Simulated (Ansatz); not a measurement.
# BFH₂S (SMILES FBS): single points off equilibrium

One table from this session's results is given with a row withheld; the runs are named, their logs left out.

The runs use Ansatz 0.2.0, Gaussian basis; single points in def2-TZVPP.

Cores are frozen in the correlated methods.

### The system as given

SMILES `FBS`, 5 atoms, charge 0, spin multiplicity 1.

Atoms are counted from 1 here; the program's logs count them from 0.

Bond lengths: F1–B2 1.263 Å, B2–S3 1.773 Å, B2–H4 1.053 Å, S3–H5 1.430 Å. Angles: F1–B2–S3 108.8°, F1–B2–H4 124.1°, S3–B2–H4 127.1°, B2–S3–H5 101.0°.

Geometry (Å):

```mol
BFH2S
  3D, bonds by distance, orders not assigned

  5  4  0  0  0  0  0  0  0  0999 V2000
   -1.0820   -0.8123   -0.9927 F   0  0
   -0.3997   -0.4306   -0.0007 B   0  0
    0.7821    0.7719   -0.5490 S   0  0
   -0.5435   -0.7769    0.9828 H   0  0
    1.4723    1.0543    0.6716 H   0  0
  1  2  8  0
  2  3  8  0
  2  4  8  0
  3  5  8  0
M  END
```

The first run:

The input, run/in.yaml:

```yaml
crystal:
  periodic: [false, false, false]
  atoms:
    - {symbol: F, position_ang: [-1.082000, -0.812300, -0.992700]}
    - {symbol: B, position_ang: [-0.399700, -0.430600, -0.000700]}
    - {symbol: S, position_ang: [0.782100, 0.771900, -0.549000]}
    - {symbol: H, position_ang: [-0.543500, -0.776900, 0.982800]}
    - {symbol: H, position_ang: [1.472300, 1.054300, 0.671600]}
basis:
  gaussian: {orbitals: def2-TZVPP}
correlation: {method: ccsd_t}
output: {forces: true}
```

No record of the launch command was kept for these runs.

Among the steps run: CCSD(T)/def2-TZVPP; PBE0-D4/def2-TZVPP; wB97M-V/def2-TZVPP; r2SCAN-D4/def2-TZVPP; PBE-D4/def2-TZVPP; B97M-V/def2-TZVPP; BHLYP-D4/def2-TZVPP.

One of the session's tables, all rows but one given; the rest of the session is left out.

| method | RMS force component (eV/Å) | angle to CCSD(T) forces (°) | dipole (D) |
| --- | --- | --- | --- |
| CCSD(T) | 2.124 | reference | 1.52 |
| PBE0-D4 | 2.088 | 3.7 | 1.53 |
| wB97M-V | 2.075 | 1.2 | 1.48 |
| r2SCAN-D4 | 2.082 | 1.9 | 1.48 |
| PBE-D4 | 2.142 | 4.6 | 1.38 |
| B97M-V | 2.009 | 3.4 | 1.42 |
| BHLYP-D4 | ? | ? | ? |

Q: Estimate the row for BHLYP-D4 from the others.

As computed: RMS force component (eV/Å): 2.018; angle to CCSD(T) forces (°): 6.6; dipole (D): 1.64. In the column «RMS force component (eV/Å)» it lies between B97M-V (2.009) and wB97M-V (2.075).
